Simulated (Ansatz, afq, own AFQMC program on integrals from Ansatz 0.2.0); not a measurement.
AFQMC on a folder of integrals that Ansatz 0.2.0 wrote.

```yaml
crystal:
  periodic: [false, false, false]
  atoms:
    - {symbol: Si, position_ang: [0.000000, 0.120755, -0.140500]}
    - {symbol: H, position_ang: [0.000000, -2.187512, -1.469847]}
    - {symbol: H, position_ang: [0.784188, -0.588625, 2.692391]}
    - {symbol: H, position_ang: [-0.784188, -0.588625, 2.692391]}
basis:
  gaussian: {orbitals: cc-pVDZ}
total_charge: 1
magnetization: {spin_polarized: false, initial_magnetization: 2}
correlation: {method: ccsd_t, electrons: outside_noble_gas, hamiltonian_folder: ham}
```

```sh
$ ansatz run in.yaml --threads 1 --pin off --events-out ev --progress --plain --max-ram 15360MiB --backend cuda --devices 0, --max-vram 18GiB
```

Options of the walk:

```
--method phaseless --trial cisd --walkers 4000 --populations 20 --least-time 60 --time-step 0.005 --steps-per-block 50 --equilibration-blocks 40 --max-blocks 4000 --target-error 0.00029 --factor-cut 1e-05 --start spin_pure --seed 5352 --release-times 0.24,0.51,0.99,1.62,2.4 --release-step 0.03 --release-every 3 --taylor-order 6
```

Times are imaginary, in 1/Eh. The walk had a cap of 122 s. With eight or more populations the least sampling time is a fifth of least-time, and the error comes from their spread.

Log:

```
orbitals 28  electrons 4 2  factors 169 of 318
reference energy -290.06927328 Eh
CCSD correlation -0.11874844 Eh in 15 cycles, weight of the determinant in the CISD state 0.8548
energy of the start -290.188028 Eh
 block  time / (1/Eh)  mean weight  energy / Eh
     1     0.250  0.9999  -290.186933
     2     0.500  0.9997  -290.186624
     3     0.750  1.0000  -290.186639
     4     1.000  0.9999  -290.186778
     5     1.250  1.0000  -290.187019
     7     1.750  0.9999  -290.187536
     9     2.250  0.9998  -290.188212
    11     2.750  0.9999  -290.188320
    15     3.750  0.9999  -290.188721
    19     4.750  0.9999  -290.189729
    23     5.750  1.0000  -290.189828
    27     6.750  0.9999  -290.189196
    31     7.750  1.0000  -290.189174
    35     8.750  1.0000  -290.189299
    39     9.750  1.0003  -290.189046
    43    10.750  0.9999  -290.189206
    47    11.750  1.0000  -290.188942
    49    12.250  1.0000  -290.188643
    51    12.750  1.0001  -290.189116
    55    13.750  0.9998  -290.189304
    59    14.750  1.0000  -290.189004
    63    15.750  0.9998  -290.190079
    67    16.750  1.0002  -290.189460
    71    17.750  1.0001  -290.189476
    75    18.750  1.0000  -290.189413
    79    19.750  1.0000  -290.188698
    83    20.750  0.9999  -290.189049
    87    21.750  1.0000  -290.188943
    89    22.250  1.0002  -290.189244
error from the spread of 20 populations
released: time / (1/Eh)  energy / Eh  error  mean overlap
  0.24  -290.189346  0.000069  1.0002
  0.51  -290.189433  0.000069  0.9976
  0.99  -290.189556  0.000067  0.9954
  1.62  -290.189592  0.000052  1.0011
  2.40  -290.189661  0.000097  1.0017
energy -290.189216 +/- 0.000070 Eh
(rows thinned)
```

The run passed its tests (sampling time, drift between the halves within three errors, error under three times the target), which doesn't prove that it has relaxed.

Against this walk (error 1.9 meV) on the same determinant: CCSD(T) 4.7 meV lower, CCSDT(Q) 19.4 meV lower, CCSDTQ 19.8 meV lower, full CI 19.8 meV lower. The error is statistical and leaves out the bias of the constraint. The released energies are still falling (meV from the phaseless value at times in 1/Eh: -3.5 ± 1.9 at 0.24, -5.9 ± 1.9 at 0.51, -9.3 ± 1.8 at 0.99, -10.2 ± 1.4 at 1.62, -12 ± 3 at 2.40), so they give no level; they do show a bias of the constraint, and the last of them that isn't too noisy lies 8 meV above full CI. Full CI is exact here, so the walk's 20 meV above it is the walk's own error: the bias of the constraint with this trial.

Cautions: constraint bias not in the error; lower spins were not checked; a spin-contaminated unrestricted determinant lies lower (UHF 667 meV lower, ⟨S²⟩ 2.61).

The walk took 46 s on 1 × NVIDIA H100 80GB HBM3 with 2 threads of AMD EPYC 7R13 Processor (Zen 3), on a shared host (the card was shared). The log's last line is the phaseless energy.

CCSDT and higher add their correlation energy to the determinant of the CCSD(T) run, since their own runs factorise the integrals more tightly (a shift of under 2 meV). A walk keeps the symmetry of its determinant, which the program's search chose and which needn't be the lowest solution, so a lower state of the same spin and another symmetry isn't excluded.
